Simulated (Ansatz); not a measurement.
C$_{5}$H$_{10}$, SMILES `C=C(C)CC`. Total charge 0; spin multiplicity 1.

Cartesian coordinates in Å:
```
C -1.550 -0.230 1.129
C -0.425 0.171 0.545
C 0.801 0.499 1.338
C -0.323 0.319 -0.946
C 0.686 -0.626 -1.589
H -2.436 -0.463 0.547
H -1.625 -0.336 2.205
H 0.617 0.421 2.410
H 1.630 -0.170 1.087
H 1.143 1.517 1.120
H -1.310 0.157 -1.388
H -0.040 1.353 -1.180
H 0.437 -1.667 -1.371
H 0.695 -0.501 -2.675
H 1.701 -0.442 -1.230
```

**Question.** List the harmonic frequencies (cm⁻¹, unscaled) at PBE0-D4/def2-TZVP in Ansatz. (An estimate is asked.)

**Answer.** Ansatz gave: 68, 183, 223, 262, 396, 431, 539, 726, 785, 803, 926, 952, 996, 1032, 1052, 1098, 1116, 1274, 1313, 1354, 1400, 1403, 1441, 1464, 1477, 1486, 1493, 1501, 1732, 3026, 3038, 3051, 3086, 3094, 3125, 3129, 3138, 3149, 3233.

**Question.** Is this a minimum?

**Answer.** Yes, all 39 modes are real.

**Question.** Give the ideal-gas thermochemistry at 298.15 K and 1 bar (rigid rotor, harmonic oscillator; point group C1, symmetry number 1).

**Answer.** Zero-point energy 358.8 kJ/mol; H(298) − E = 378.6 kJ/mol; entropy 328.4 J/(mol·K), of which translation 161.9, rotation 108.0, vibration 58.6; G(298) − E = 280.7 kJ/mol. Modes under 100 cm⁻¹ are hindered rotations or soft bends, so the harmonic entropy is rough.

**Question.** And at 400, 500, 600, 800 and 1000 K?

**Answer.** 
```tsv
T (K)	H − E (kJ/mol)	S (J/mol/K)	G − E (kJ/mol)
400	390.9	363.5	245.5
500	405.8	396.7	207.4
600	423.3	428.5	166.2
800	464.5	487.5	74.5
1000	512.1	540.5	-28.4
```
